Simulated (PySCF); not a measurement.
# How well do the runs reproduce experiment for FHO?

**The experiment to reproduce.**

NIST CCCBDB Release 22 (SRD 101), experimental dipoles lists, for the gas: dipole moment 2.23 D.

How close the calculation comes is told at the end.

Species: FHO.
Numbering: `[OH:1][F:2]` (hydrogens: H3 on O1)

Geometry (PBE0-D3(BJ)/def2-SVP, Å), atoms numbered from 1 in this order:
```xyz
3
FHO angstrom
O     -0.190    0.490    0.000
F      1.008   -0.239    0.000
H     -0.818   -0.251    0.000
```

The PySCF runs (gas phase, on this PBE0-D3(BJ)/def2-SVP geometry; no spin–orbit coupling):

```tsv
level	job	basis functions
PBE0/pcSseg-1	shieldings, charges and field gradients	39
wB97X-D/pcSseg-2	shieldings	86
HF/pcSseg-2	shieldings	86
KT2/pcSseg-2	shieldings	86
OPBE/pcSseg-2	shieldings	86
CAM-B3LYP/pcSseg-2	shieldings	86
PBE0/6-311+G(2d,p)	shieldings, charges and field gradients	60
PBE0/STO-3G	shieldings, charges and field gradients	11
PBE0/pcSseg-0	shieldings, charges and field gradients	20
PBE0/pcSseg-3	shieldings, charges and field gradients	177
wB97X-D/def2-SVPD	10 singlets by full TDDFT, 4 Tamm–Dancoff triplets, polarisability, ΔSCF ions	54
BHandHLYP/def2-SVPD	10 singlets by full TDDFT, 4 Tamm–Dancoff triplets, polarisability, ΔSCF ions	54
```

All basis functions are spherical.

## Comparison

**Dipole moment.** Measured: 2.23 D (NIST CCCBDB Release 22 (SRD 101), experimental dipoles).

| level | computed (D) | computed − measured (D) | % (from the printed values) |
| --- | --- | --- | --- |
| PBE0/pcSseg-1 | 2.04 | -0.19 | -9 |
| wB97X-D/pcSseg-2 | 1.98 | -0.25 | -11 |
| HF/pcSseg-2 | 2.17 | -0.06 | -3 |
| KT2/pcSseg-2 | 1.88 | -0.35 | -16 |
| OPBE/pcSseg-2 | 1.87 | -0.36 | -16 |
| CAM-B3LYP/pcSseg-2 | 2.01 | -0.22 | -10 |
| PBE0/6-311+G(2d,p) | 2.01 | -0.22 | -10 |
| PBE0/STO-3G | 1.41 | -0.82 | -37 |
| PBE0/pcSseg-0 | 2.29 | +0.06 | +3 |
| PBE0/pcSseg-3 | 1.90 | -0.33 | -15 |
| wB97X-D/def2-SVPD | 1.95 | -0.28 | -13 |
| BHandHLYP/def2-SVPD | 2.03 | -0.20 | -9 |

12 of the 48 levels run are shown, the closest and the furthest among them. The computed dipoles belong to one fixed geometry; measured ones are averaged over vibrations unless marked μe. Magnitudes are compared, not signs.

The geometry is computed, not the measured one. Where a level misses, the cause wasn't examined.
